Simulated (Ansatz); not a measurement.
# PH, singlet in 6-31++G**: errors against full CI

Geometry: that of the PH⁻, doublet, kept fixed. The triplet lies 1.2 eV lower here.

```xyz
2

P     0.0000    0.0000    0.0000
H     0.0000    0.0000    1.4426
```

Basis 6-31++G** (Cartesian d functions); Ansatz 0.2.0. Correlated methods freeze the noble-gas cores, which leaves 6 electrons in 24 orbitals. R marks a restricted (for open shells ROHF) determinant, U an unrestricted one. Active spaces: valence = (6e, 5o) chosen from the atoms' valence shells.

Full CI is exact within this basis and frozen core; it isn't the basis-set limit. The frozen core follows each run's orbitals, which can shift R against U totals by a few meV.

The determinant fills πx and πy unequally, so it is a mixture of Σ and Δ, which weighs on every level built on one determinant.

```
UHF ⟨S²⟩                          : 1.016
T1 diagnostic (RCCSD)             : 0.0107
largest doubles amplitude (RCCSD) : 0.361
```

```csv
level,E − E(full CI) (mEh),share of correlation (%),wall time
RHF,128.78,0.00,–
UHF†,75.33,–,–
RMP2,40.95,68.20,–
UMP2†,0.56,–,–
CISD,18.40,85.71,0.48 s
RCCSD,11.33,91.20,–
UCCSD*†,-27.22,–,–
RCCSD(T),5.85,95.46,0.42 s
UCCSD(T)*†,-33.55,–,1.1 s
BCCD(T),5.97,95.37,0.39 s
RCCSDT*,0.21,99.84,–
UCCSDT*†,-43.32,–,–
CISDTQ,0.74,99.42,1.3 s
RCCSDT(Q)*,-0.08,100.07,0.84 s
UCCSDT(Q)*†,-44.63,–,3.5 s
RCCSDTQ*,0.00,100.00,8 s
CASSCF (valence space),90.15,30.00,–
NEVPT2 (valence space),22.87,82.24,0.33 s
MRCISD (valence space),3.75,97.09,–
MRCISD+Q (valence space),-0.42,100.33,0.63 s
MRCISD+Q(relaxed) (valence space),-0.81,100.63,0.75 s
```

An asterisk marks runs whose energy the program itself flagged as in doubt. A dagger marks rows that describe another state than the reference (another or a broken symmetry, a higher spin or other natural occupations), so the difference isn't the method's error.

The correlation energy at full CI, counted from RHF, is -3.504 eV. That run took 4.7 s on 1 thread of Arm Neoverse V1, shared host over 1,035,420 determinants.

Times hold each run's SCF and search for its determinant on a shared host, so for small cases they say little of a method's own cost; they ran on 1 thread of Arm Neoverse V1. Some runs computed forces too.

More than 5 meV below full CI, which no variational method can be: MRCISD+Q (valence space), MRCISD+Q(relaxed) (valence space).

Unrestricted levels hold only the spin's projection, and here they fall towards a lower state of higher spin.

The full-CI state has the irrep A1 of C2v, in the program's axes (one component, if the state is degenerate).

Natural occupations of full CI about the gap: 1.965 1.944 1.000 0.980 0.036 0.015 0.010 0.010 0.009 0.007; effectively unpaired electrons, Σ n²(2−n)², 2.02. No single determinant describes this state well, so single-reference rows can miss without a flag.
